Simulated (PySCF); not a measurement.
Computed with B3LYP-D3(BJ)/def2-TZVP run with PySCF 2.14.0. Gas-phase values, no solvent. One relaxed conformer stands for a flexible species; it need not be the lowest. B3LYP has the VWN-RPA correlation part, as in Gaussian. Excitations are Tamm–Dancoff values on a coarser integration grid. The basis has no diffuse functions, so Rydberg states are missing or too high.

Reference species (SMILES): `O=C1CO1` (neutral, multiplicity 1).

```
Property                 Result
----------------------  -------
S1–T1 gap (TDA)         0.55 eV
S1 oscillator strength    0.002
```

Changed species: `O=CC=O` (O–C–C–O torsion 180°).

**Question.** Give the shifts of the S1–T1 gap (TDA) and S1 oscillator strength.

**Answer.** the S1–T1 gap (TDA) goes up by 0.05 eV, to 0.60 eV; the S1 oscillator strength stays essentially unchanged.
